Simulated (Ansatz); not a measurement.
A nudged elastic band was laid between two geometries of AlH$_{6}$NO (9 atoms, charge 0, multiplicity 1).

Level of theory: Ansatz, RKS PBE-D4/cc-pVDZ.

```yaml
movable_images: 7
climbing_image: yes
spring: 5.0 eV/Å²
optimiser: quadratic models (default)
start_path: through a guess of the saddle point
force_threshold: 0.05 eV/Å
iteration_limit: 60
end_points: relaxed
```

Initial state:

```xyz
9
Properties=species:S:1:pos:R:3
Al -0.067 0.155 0.246
O -0.464 -0.228 1.948
H -0.727 -1.126 2.211
H 1.419 -0.222 -0.279
H -1.292 0.215 -0.813
N 0.142 2.137 0.858
H 1.083 2.545 0.771
H -0.529 2.808 0.460
H -0.070 2.041 1.867
```

Final state:

```xyz
9
Properties=species:S:1:pos:R:3
Al 0.100 0.376 0.011
O -0.160 -0.056 1.985
H -1.062 -0.338 2.240
H 1.519 -0.239 -0.411
H -1.301 0.010 -0.696
N 0.134 2.121 0.792
H 1.018 2.648 0.821
H -0.601 2.796 0.542
H -0.149 1.008 1.984
```

(1) What changes between the two ends?

(2) What energy profile does the band end with?

(3) What is the geometry of the highest image?

## Answers

(1) Bonds broken: N6–H9. Bonds formed: O2–H9.

(2) It converged. The highest image is number 7 of 0 to 8, 0.67 eV above the first end and 0.00 eV above the last; the last end lies 0.67 eV above the first. The top lies less than 8 meV above the higher end, about what the thresholds resolve: that end is a shoulder or a very shallow well. A vibrational analysis at the climbing image gives one clearly imaginary mode, 305i cm⁻¹: a first-order saddle point. The orbitals stay closed-shell, which can raise the energy where a bond breaks towards radicals; this wasn't checked here.

```
image  path coordinate (Å)  energy (eV)  N6–H9 (Å)  O2–H9 (Å)
    0                 0.00         0.00       1.04       2.30
    1                 0.27         0.00       1.04       2.32
    2                 0.53         0.01       1.04       2.28
    3                 0.80         0.04       1.04       2.15
    4                 1.06         0.09       1.05       1.92
    5                 1.33         0.24       1.09       1.64
    6                 1.60         0.55       1.25       1.35
    7                 1.86         0.67       1.52       1.11
    8                 2.00         0.67       1.66       1.06
```

(3) 
```xyz
9
Properties=species:S:1:pos:R:3
Al 0.092 0.342 0.016
O -0.156 -0.041 1.969
H -1.050 -0.324 2.247
H 1.520 -0.236 -0.426
H -1.301 0.010 -0.720
N 0.128 2.100 0.820
H 1.010 2.628 0.863
H -0.613 2.776 0.591
H -0.133 1.070 1.909
```

The run took 4.1 min on 1 thread of AMD EPYC 7R43 64-Core Processor (Zen 3), on a shared host, peak memory 0.13 GiB.
